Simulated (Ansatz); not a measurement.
Z-matrix (Å, degrees):
```
O
C 1 1.3991
H 2 1.0903 1 107.73
C 1 1.3991 2 112.04 3 -180.00
H 4 1.0903 1 107.73 2 -180.00
H 2 1.0997 3 108.88 1 121.13
H 2 1.0997 3 108.88 6 117.74
H 4 1.0997 5 108.88 1 121.13
H 4 1.0997 5 108.88 8 117.74
```
Charge +1, spin multiplicity 2.

Level of theory: frozen-core CCSD(T)/cc-pVTZ // PBE0-D3(BJ)/def2-TZVP in Ansatz (an electronic-structure program). The geometry is that of the parent before the electron was removed.

```json
{
  "HF energy": "-153.80096 Ha",
  "MP2 correlation energy": "-0.53965 Ha"
}
```

Problem. Estimate the CCSD correlation energy, the (T) correction, the total energy and the T1 diagnostic.

Solution. 
```json
{
 "CCSD correlation energy": "-0.58450 Ha",
 "(T) correction": "-0.02062 Ha",
 "CCSD(T) total energy": "-154.40608 Ha",
 "T1 diagnostic": "0.026"
}
```
